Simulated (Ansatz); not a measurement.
The same path of AlFH6Si (9 atoms, charge 0, multiplicity 1) was run 3 times with different band settings. Lost on the way: Al1–Si2, H5–F6. Made: Si2–H5.

All numbers below come from RKS PBE/def2-SVP in Ansatz 0.2.0.

Relaxed end points:

```xyz
9
Properties=species:S:1:pos:R:3
Al -0.619 -1.194 0.430
Si -0.262 0.973 -0.750
H -0.389 -2.526 -0.425
H -1.517 -1.147 1.753
H 1.333 0.112 0.623
F 1.245 -0.755 1.116
H -0.982 2.234 -0.346
H 1.173 1.259 -0.169
H 0.017 1.044 -2.231
```

```xyz
9
Properties=species:S:1:pos:R:3
Al -0.243 -1.453 0.859
Si 0.158 1.261 -0.746
H -0.914 -2.004 -0.480
H -0.968 -0.536 1.945
H 0.812 0.081 -0.037
F 1.228 -2.151 1.313
H -1.326 1.057 -0.719
H 0.562 2.488 0.011
H 0.691 1.257 -2.146
```

Common settings: movable images 5; climbing image yes; spring 5.0 eV/Å²; start path through a guess of the saddle point; iteration limit 60; end points relaxed.

| run | optimiser | force threshold |
| --- | --- | --- |
| 1 | quadratic models (default) | 0.05 eV/Å |
| 2 | lbfgs | 0.05 eV/Å |
| 3 | quadratic models (default) | 0.5 eV/Å |

(1) What does each run give, and how far can it be trusted?

## Answers

(1) Run 1: converged after 13 iterations, highest image 0.243 eV above the first end. A vibrational analysis at the climbing image gives 2 clearly imaginary modes (424i, 61i cm⁻¹): a point of higher order, so a lower path passes nearby.
Run 2: converged after 53 iterations, highest image 0.219 eV above the first end. The order of the stationary point at the top wasn't checked.
Run 3: converged after 8 iterations, highest image 0.230 eV above the first end. The threshold of 0.5 eV/Å is loose, so the images may lie well off the minimum-energy path. The order of the stationary point at the top wasn't checked.
The orbitals stay closed-shell, which can raise the energy where a bond breaks towards radicals; this wasn't checked here.
